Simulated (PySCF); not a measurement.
# C₃H₄FO−: magnetic properties

Computed with PySCF 2.14.0 and routines of our own; the level stands in each step. Atoms count from 0.

## Step 1: The system as given

9 atoms, charge -1, multiplicity 1; geometry from: GFN2-xTB.

## Step 2: Magnetic properties: GIAO PBE0/aug-pcSseg-1

Job settings and geometry (Å):

```
{"job": {"kind": "mag", "xc": "PBE0", "basis": "aug-pcSseg-1", "isotopologues": 2}, "charge": -1, "multiplicity": 1}
C     -1.149973     0.026456     0.007911
C      0.293490     0.403488     0.122070
F      0.434341     1.745909     0.546051
C      1.372814    -0.377709    -0.124711
O      2.607564    -0.153838    -0.055391
H     -1.680772     0.655075    -0.719908
H     -1.675589     0.127879     0.967078
H     -1.225213    -1.010121    -0.315970
H      1.036899    -1.411145    -0.452309
```

Method: GIAO PBE0/aug-pcSseg-1 magnetisability, rotational g tensor and spin-rotation constants, non-relativistic, gas phase.

Started as:

```bash
$ OMP_NUM_THREADS=1 python excited_run.py task.json out
```

This one command runs all jobs of the session in turn.

**Question.** How long does this first job take on 1 thread of Arm Neoverse V2, shared host, and how much memory does it need?

About 11 s, with a peak of 0.72 GiB.
